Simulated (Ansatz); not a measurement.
`CCN` → `[CH3]`• + `[CH2]N`•  (homolysis of the C–C bond)

Gas-phase electronic energies from Ansatz, PBE0-D4/def2-TZVP geometries. CCSD(T)/CBS adds triple-zeta CCSD(T) − MP2 to the extrapolated MP2 energy (def2 sets, frozen cores). This one scheme is used for every species. Functionals use def2-TZVPP. HSE06 is defined as in plane-wave codes. Open shells (•) are unrestricted, without spin–orbit coupling. Each species was taken in one conformer, which may not be the lowest.

`CCN`:

```xyz
10

C     0.735   -0.766    0.151
C     0.165    0.606   -0.175
N    -1.282    0.723   -0.099
H     1.827   -0.776    0.072
H     0.344   -1.525   -0.533
H     0.471   -1.067    1.169
H     0.471    0.900   -1.184
H     0.596    1.353    0.498
H    -1.605    0.487    0.832
H    -1.722    0.065   -0.732
```

`[CH3]`•:

Cartesian coordinates in Å:
```
C 0.000 0.000 0.000
H -0.267 0.181 1.031
H -0.323 0.685 -0.770
H 0.590 -0.866 -0.261
```

`[CH2]N`•:

Z-matrix (Å, degrees):
```
C
N 1 1.386
H 1 1.082 2 116.9
H 1 1.082 2 116.8 3 -149.1
H 2 1.008 1 115.5 3 -39.3
H 2 1.008 1 115.5 3 -171.7
```

```csv
level,ΔE (kJ/mol)
r2SCANh-D4,335.9
HSE06-D4,360.1
CAM-B3LYP-D4,352.5
BHLYP,335.0
HF/def2-SVP,261.1
CCSD/def2-SVP,361.5
SCS-MP2/def2-TZVPP,379.3
CCSD(T)/def2-TZVPP,366.0
```

(1) What does CCSD(T)/CBS give? (Estimate.)

(2) What do rigid-rotor, harmonic-oscillator terms from PBE0-D4/def2-TZVP frequencies (298.15 K, 1 bar) make of the CCSD(T)/CBS value? (Estimate.)

Largest T1 diagnostic among the species: 0.016.

Results:

(1) The calculation gave: +373.1 kJ/mol. The listed levels differ from it by -37.2, -13.0, -20.6, -38.1, -112.0, -11.6, 6.2, -7.1 kJ/mol.

(2) The calculation gave: ΔZPE = -33.6 kJ/mol, ΔH = +347.5 kJ/mol, ΔS = 166 J/(mol·K), ΔG = +298.0 kJ/mol. Open shells count their whole term as degenerate.

From BLYP to BHLYP (50 % exact exchange), in def2-TZVPP and without D4, ΔE moves by +7.0 kJ/mol. Leaving LDA and LC-ωPBE aside and taking each functional with its dispersion term where it has one, the values, not all of them listed here, spread over 35.0 kJ/mol, from r2SCAN-D4 to ωB97X-V. LDA lies +70.0 kJ/mol from PBE without D4, its usual overbinding. In def2-TZVPP, CCSD(T) changes the Hartree–Fock value by +115.5 kJ/mol (the triples alone add +9.4 kJ/mol) and MP2 by +132.8 kJ/mol; breaking electron pairs costs correlation energy, which Hartree–Fock lacks.
